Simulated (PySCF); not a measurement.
# Cl: ionisation energy

Cl [Ne] 3s2 3p5 (2P) → Cl⁺ [Ne] 3s2 3p4 (3P), as a difference of total energies. Calculation: PySCF 2.14, in x2c-SVPall (4s3p1d, 18 functions); scalar relativity by spin-free X2C-1e. Correlated levels: valence: [Ne] frozen. The calculations carry no spin-orbit coupling.

```csv
method,ionisation energy (eV)
UHF,11.764
MN15,12.943
MP2 (valence),12.310
SCS-MP2 (valence),12.295
CCSD(T) (valence),12.244
```

Problem. Estimate what CCSD (valence) gives.

Solution. 12.245 eV, closest to CCSD(T) (valence) among the rows shown.

Problem. Estimate what B3LYP gives.

Solution. 12.919 eV, closest to MN15 among the rows shown.

Errors of the correlated levels include the incompleteness of this basis and the frozen core.

For comparison: 12.974 eV (measured; NIST levels, between the centres of gravity of the two terms).
